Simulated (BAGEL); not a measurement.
# NO+ (SMILES N#[O+]) at NEVPT2(10,8)/aug-cc-pVTZ (density fitting with cc-pvqz-jkfit)

What is the energy change on altering one bond length of NO+ at NEVPT2(10,8)/aug-cc-pVTZ (density fitting with cc-pvqz-jkfit)? 

The calculation is run with BAGEL 1.2.2.

## 1. The molecule

The species is NO+ (2 atoms), meant as a singlet with charge +1. SMILES: `N#[O+]`. The bond length is the measured one.

Bond lengths: N1–O2 1.063 Å.

## 2. The energy at NEVPT2(10,8)/aug-cc-pVTZ (density fitting with cc-pvqz-jkfit)

The input, input.json:

```json
{ "bagel" : [

{
  "title" : "molecule",
  "basis" : "aug-cc-pvtz.json",
  "df_basis" : "cc-pvqz-jkfit",
  "angstrom" : true,
  "geometry" : [
    { "atom" : "N", "xyz" : [       0.000000,       0.000000,       0.000000 ] },
    { "atom" : "O", "xyz" : [       0.000000,       0.000000,       1.063220 ] }
  ]
},

{
  "title" : "hf",
  "charge" : 1
},

{
  "title" : "nevpt2",
  "nstate" : 1,
  "nact" : 8,
  "nclosed" : 2,
  "charge" : 1,
  "maxiter" : 200,
  "natocc" : true,
  "ncore" : 2
},

{
  "title" : "print",
  "file" : "orbitals.molden",
  "orbitals" : true
}

]}
```

The basis set aug-cc-pVTZ is read from a file made from the Basis Set Exchange's data (not shown).

Launch:

```sh
BAGEL_NUM_THREADS=1 BAGEL input.json > input.out
```

Output:

```text
* using 1 threads per process

  ===============================================================
  ===============================================================

  *** Geometry ***

  { "atom" : "N", "xyz" : [      0.000000,      0.000000,      0.000000 ] },
  { "atom" : "O", "xyz" : [      0.000000,      0.000000,      2.009195 ] },

  Number of auxiliary basis functions:      212

  Since a DF basis is specified, we compute 2- and 3-index integrals:
    o Being stored without compression. Storage requirement is 0.014 GB

  Number of basis functions:       92
  Number of electrons      :       15

    * METHOD: MOLECULE                             0.05

  *** RHF ***

  === Nuclear Repulsion ===
    27.8718645224

      * DIIS with orbital gradients will be used.

  === RHF iteration (aug-cc-pvtz.json) ===
      0       -128.92966368          0.01259785           0.01
      1       -128.95333996          0.00860098           0.01
      2       -128.96498769          0.00240288           0.01
      3       -128.96620631          0.00031254           0.01
      4       -128.96623195          0.00004737           0.01
      5       -128.96623269          0.00000825           0.01
      6       -128.96623272          0.00000262           0.01
      7       -128.96623273          0.00000028           0.01
      8       -128.96623273          0.00000009           0.01
      9       -128.96623273          0.00000004           0.01
     10       -128.96623273          0.00000001           0.01
    * SCF iteration converged.

    * Permanent dipole moment:
           (   -0.000000,    -0.000000,     0.253253) a.u.

    * METHOD: HF                                   0.16

    * freezing 2 orbitals
  ---------------------------
      CASSCF calculation
  ---------------------------

    * nstate   :      1
    * nclosed  :      2
    * nact     :      8
    * nvirt    :     82
  === CASSCF iteration (aug-cc-pvtz.json) ===

    * Using the second-order algorithm

      0  0      -129.05218391     6.90e-03      0.04

      1  0      -129.08927089     1.96e-03      0.12

      2  0      -129.10028071     1.06e-03      0.12

      3  0      -129.11472644     2.07e-03      0.14

      4  0      -129.13625779     2.03e-03      0.13

      5  0      -129.14137564     8.00e-04      0.14

      6  0      -129.14181819     2.50e-04      0.14

      7  0      -129.14185347     7.46e-05      0.15

      8  0      -129.14185652     2.24e-05      0.15

      9  0      -129.14185680     6.78e-06      0.14

     10  0      -129.14185682     2.07e-06      0.14

     11  0      -129.14185682     6.32e-07      0.15

     12  0      -129.14185682     1.94e-07      0.15

     13  0      -129.14185682     5.97e-08      0.14

     14  0      -129.14185682     1.84e-08      0.13

     15  0      -129.14185682     5.66e-09      0.12

    * Second-order optimization converged. *

     guess   0:   closed 11111...             open ........

  === FCI iteration ===

      0  0      -128.96224062     1.25e-02      0.00
      1  0      -129.11881694     5.00e-03      0.00
      2  0      -129.13853558     1.85e-03      0.00
      3  0      -129.14139482     6.74e-04      0.00
      4  0      -129.14182049     2.02e-04      0.00
      5  0      -129.14185473     4.55e-05      0.00
      6  0      -129.14185667     1.17e-05      0.00
      7  0      -129.14185680     4.26e-06      0.00
      8  0      -129.14185682     1.47e-06      0.00
      9  0      -129.14185682     5.01e-07      0.00
     10  0      -129.14185682     1.80e-07      0.00
     11  0      -129.14185682     4.59e-08      0.00
     12  0      -129.14185682     1.40e-08      0.00
     13  0      -129.14185682     3.68e-09      0.00
     14  0      -129.14185682     9.37e-10      0.00
     15  0      -129.14185682     2.36e-10      0.00
     16  0 *    -129.14185682     5.49e-11      0.00

     * ci vector, state   0, <S^2> = 0.0000
       22222...    -0.9614124051
       2222.2..     0.1198817282
       222.2.2.     0.1198817282
       222baba.    -0.0796810921
       222abab.    -0.0796810921
       2.222.2.     0.0514256281
       2.2222..     0.0514256281
       222aabb.    -0.0513001807
       222bbaa.    -0.0513001807

  === DF-NEVPT2 calculation ===

    * 3-index integral transformation done
    * assembly done

      NEVPT2 correlation energy:   -0.2095242209      0.07

          (+0)      0.0000000000
          (+0)'     0.0000000000
          (+1)      0.0000000000
          (+1)'     0.0000000000
          (+2)      0.0000000000
          (-1)      0.0000000000
          (-1)'    -0.0846759317
          (-2)     -0.1248482892

      NEVPT2 total energy:       -129.3513810455

    * METHOD: NEVPT2                               9.64

    * METHOD: PRINT                                0.02

  ===============================================================
```

Wall time 10 s (1 thread of Arm Neoverse V1, shared host); peak memory 0.52 GiB.

## 3. The distorted shape, same level

The input, input.json:

```json
{ "bagel": [

{
  "title": "molecule",
  "basis": "aug-cc-pvtz.json",
  "df_basis": "cc-pvqz-jkfit",
  "angstrom": true,
  "geometry": [
    { "atom": "N", "xyz": [    0.000000,    0.000000,   -0.159480 ] },
    { "atom": "O", "xyz": [    0.000000,    0.000000,    1.063220 ] }
  ]
},
{
  "title": "hf",
  "charge": 1
},
{
  "title": "nevpt2",
  "nstate": 1,
  "nact": 8,
  "nclosed": 2,
  "charge": 1,
  "maxiter": 200,
  "natocc": true,
  "ncore": 2
},
{
  "title": "print",
  "file": "orbitals.molden",
  "orbitals": true
}

]}
```

The basis set aug-cc-pVTZ is read from a file made from the Basis Set Exchange's data (not shown).

Launch:

```sh
BAGEL_NUM_THREADS=1 BAGEL input.json > input.out
```

Output:

```text
* using 1 threads per process

  ===============================================================
  ===============================================================

  *** Geometry ***

  { "atom" : "N", "xyz" : [      0.000000,      0.000000,     -0.301374 ] },
  { "atom" : "O", "xyz" : [      0.000000,      0.000000,      2.009195 ] },

  Number of auxiliary basis functions:      212

  Since a DF basis is specified, we compute 2- and 3-index integrals:
    o Being stored without compression. Storage requirement is 0.014 GB

  Number of basis functions:       92
  Number of electrons      :       15

    * METHOD: MOLECULE                             0.05

  *** RHF ***

  === Nuclear Repulsion ===
    24.2364633986

      * DIIS with orbital gradients will be used.

  === RHF iteration (aug-cc-pvtz.json) ===
      0       -128.80156358          0.01846653           0.01
      1       -128.78258914          0.02258476           0.01
      2       -128.86912959          0.00283523           0.01
      3       -128.87111624          0.00052873           0.01
      4       -128.87122939          0.00011676           0.01
      5       -128.87123818          0.00003995           0.01
      6       -128.87123952          0.00001223           0.01
      7       -128.87123965          0.00000127           0.01
      8       -128.87123965          0.00000034           0.01
      9       -128.87123965          0.00000012           0.01
     10       -128.87123965          0.00000002           0.01
     11       -128.87123965          0.00000001           0.01
    * SCF iteration converged.

    * Permanent dipole moment:
           (    0.000000,    -0.000000,     0.458217) a.u.

    * METHOD: HF                                   0.18

    * freezing 2 orbitals
  ---------------------------
      CASSCF calculation
  ---------------------------

    * nstate   :      1
    * nclosed  :      2
    * nact     :      8
    * nvirt    :     82
  === CASSCF iteration (aug-cc-pvtz.json) ===

    * Using the second-order algorithm

      0  0      -128.99167542     9.17e-03      0.04

      1  0      -129.02725262     3.10e-03      0.12

      2  0      -129.06189987     3.33e-03      0.13

      3  0      -129.09279789     2.15e-03      0.14

      4  0      -129.09612806     6.38e-04      0.13

      5  0      -129.09628282     1.59e-04      0.15

      6  0      -129.09629115     3.97e-05      0.15

      7  0      -129.09629167     1.01e-05      0.15

      8  0      -129.09629170     2.62e-06      0.15

      9  0      -129.09629170     6.92e-07      0.15

     10  0      -129.09629170     1.86e-07      0.14

     11  0      -129.09629170     5.03e-08      0.13

     12  0      -129.09629170     1.37e-08      0.12

     13  0      -129.09629170     3.79e-09      0.11

    * Second-order optimization converged. *

     guess   0:   closed 11111...             open ........

  === FCI iteration ===

      0  0      -128.86400511     1.30e-02      0.00
      1  0      -129.05252826     6.18e-03      0.00
      2  0      -129.08641551     2.85e-03      0.00
      3  0      -129.09451742     1.13e-03      0.00
      4  0      -129.09601375     4.63e-04      0.00
      5  0      -129.09626685     1.33e-04      0.00
      6  0      -129.09628914     4.59e-05      0.00
      7  0      -129.09629128     1.93e-05      0.00
      8  0      -129.09629166     6.49e-06      0.00
      9  0      -129.09629170     2.63e-06      0.00
     10  0      -129.09629170     7.59e-07      0.00
     11  0      -129.09629170     2.39e-07      0.00
     12  0      -129.09629170     6.77e-08      0.00
     13  0      -129.09629170     2.01e-08      0.00
     14  0      -129.09629170     6.80e-09      0.00
     15  0      -129.09629170     2.26e-09      0.00
     16  0      -129.09629170     8.34e-10      0.00
     17  0      -129.09629170     3.43e-10      0.00
     18  0      -129.09629170     1.29e-10      0.00
     19  0 *    -129.09629170     4.17e-11      0.00

     * ci vector, state   0, <S^2> = -0.0000
       22222...    -0.9394396741
       2222.2..     0.1512773395
       222.2.2.     0.1512773395
       222baba.    -0.0946271206
       222abab.    -0.0946271206
       22.22..2     0.0657995053
       22a2ba.b     0.0573709513
       22b2ab.a     0.0573709513
       22ba2.ba    -0.0573709513
       22ab2.ab    -0.0573709513
       2.2222..     0.0553531970
       2.222.2.     0.0553531970
       222aabb.    -0.0521156424
       222bbaa.    -0.0521156424

  === DF-NEVPT2 calculation ===

    * 3-index integral transformation done
    * assembly done

      NEVPT2 correlation energy:   -0.2124661140      0.07

          (+0)      0.0000000000
          (+0)'     0.0000000000
          (+1)      0.0000000000
          (+1)'     0.0000000000
          (+2)      0.0000000000
          (-1)      0.0000000000
          (-1)'    -0.0924372202
          (-2)     -0.1200288938

      NEVPT2 total energy:       -129.3087578172

    * METHOD: NEVPT2                               9.25

    * METHOD: PRINT                                0.02

  ===============================================================
```

Wall time 9.9 s (1 thread of Arm Neoverse V1, shared host); peak memory 0.52 GiB.

## 4. Results

Level: NEVPT2(10,8)/aug-cc-pVTZ (density fitting with cc-pvqz-jkfit), 2 core orbitals frozen.

| quantity | value |
| --- | --- |
| first shape: total energy | -129.35138 Eh |
| distorted shape: total energy | -129.30876 Eh |
| energy change with the N1–O2 bond stretched from 1.063 to 1.223 Å | 1.160 eV |

In words: With the N1–O2 bond stretched from 1.063 to 1.223 Å the energy rises by 1.16 eV (112 kJ/mol). The first shape isn't relaxed at this level, so the change isn't measured from a minimum.
